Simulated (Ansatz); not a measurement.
Relaxation of CH7Si2 (10 atoms, charge -1, multiplicity 1), to a largest force component of 0.015 eV/Å in at most 40 steps.

These are results of RKS PBE0-D4/def2-SVP in Ansatz 0.2.0, not measurements.

```xyz
10
Properties=species:S:1:pos:R:3
Si -1.109 0.881 -0.741
C -0.342 -0.686 -0.208
Si 1.139 -0.722 0.856
H -2.339 0.638 -1.561
H -0.430 1.938 -1.591
H -1.572 1.713 0.407
H -0.295 -1.427 -1.018
H 1.538 -2.126 1.194
H 0.916 -0.059 2.174
H 2.494 -0.150 0.488
```

Problem. Where does it end, and by what steps?

Solution. The forces met the threshold. Limits of this set-up: an anion without diffuse functions, the dipole of an ion depends on the origin. After 14 steps the energy has fallen by 0.116 eV; H7 moved furthest, 0.74 Å.

| step | energy less start (eV) | largest force component (eV/Å) | accepted |
| --- | --- | --- | --- |
| 0 | 0.0000 | 0.921 | yes |
| 1 | -0.0586 | 0.513 | yes |
| 2 | -0.0758 | 0.111 | yes |
| 3 | -0.0831 | 0.116 | yes |
| 4 | -0.0917 | 0.230 | yes |
| 5 | -0.1036 | 0.121 | yes |
| 6 | -0.1115 | 0.084 | yes |
| 7 | -0.1142 | 0.024 | yes |
| 8 | -0.1151 | 0.024 | yes |
| 9 | -0.1155 | 0.030 | yes |
| 10 | -0.1159 | 0.044 | yes |
| 11 | -0.1162 | 0.028 | yes |
| 12 | -0.1164 | 0.017 | yes |
| 13 | -0.1164 | 0.015 | yes |
| 14 | -0.1164 | 0.009 | yes |

```xyz
10
Properties=species:S:1:pos:R:3
Si -1.122 0.842 -0.729
C 0.084 -0.466 -0.586
Si 1.103 -0.745 0.853
H -2.575 0.457 -1.034
H -0.931 1.911 -1.815
H -1.234 1.660 0.540
H 0.226 -1.131 -1.452
H 1.036 -2.119 1.531
H 0.786 0.218 1.976
H 2.628 -0.628 0.716
```

Whether the end is a true minimum wasn't checked by a vibrational analysis.

The run took 43 s on 1 thread of Arm Neoverse V1, on a shared host, peak memory 0.16 GiB.
